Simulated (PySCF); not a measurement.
# Bond length, frequency and bond energy of BH by level of theory

State: ¹Σ⁺ (singlet), closed shell. Set-up: basis B cc-pVTZ, H cc-pVTZ; no relativity; PySCF 2.14. De refers to B + H in their high-spin ground configurations, without counterpoise correction. A positive dipole means B(−)H(+).

```tsv
Level	Re (Å)	ωe (cm⁻¹)	De (eV)	μ (D)
RHF	1.222	2483	2.67	1.74
RHF-MP2	1.227	2431	3.47	n/a
RHF-SCS-MP2	1.227	2426	3.59	n/a
RHF-CCSD	1.234	2361	3.59	n/a
RHF-CCSD(T)	1.235	2351	3.61	n/a
PBE	1.252	2240	3.52	1.45
r²SCAN	1.242	2302	3.44	1.53
PBE0	1.241	2325	3.49	1.54
r²SCAN0	1.235	2360	3.42	1.58
M06	1.229	2364	3.69	1.47
HSE06	1.240	2329	3.48	1.54
B2PLYP	1.229	2389	3.59	1.61
```

Which functional lies closest to RHF-CCSD(T) in De, which farthest, and by how much do they differ from it?

Closest is B2PLYP (-0.6 pm in Re, +1.6 % in ωe, -0.02 eV in De against RHF-CCSD(T) in the same basis), farthest r²SCAN0 (+0.0 pm in Re, +0.4 % in ωe, -0.19 eV in De). CCSD(T) converges more slowly with the basis than the functionals do and binds too weakly in this one, so the order can change at the basis-set limit.

What does the step from GGA to meta-GGA do here, going from PBE to r²SCAN?

r²SCAN less PBE: -1.0 pm in Re, +2.8 % in ωe, -0.08 eV in De. 

What does a quarter of exact exchange do here, going from r²SCAN to r²SCAN0?

r²SCAN0 less r²SCAN: -0.7 pm in Re, +2.5 % in ωe, -0.02 eV in De. Exact exchange removes part of the self-interaction that spreads semilocal densities, and in most molecules shortens and stiffens the bond and lowers De; so it does here.

Measured (Huber and Herzberg, Constants of Diatomic Molecules (1979)): Re = 1.2324 Å, ωe = 2366.9 cm⁻¹.

Correlated steps freeze 1 core orbital. Where the molecule has an RHF reference, its open-shell atoms are computed with UHF. B2PLYP dipoles, levels and charges come from its SCF part alone.

The whole job (state search and all levels along the bond) took about 0.8 min on 1 thread of Arm Neoverse V2 (shared host), peak memory 0.5 GiB.
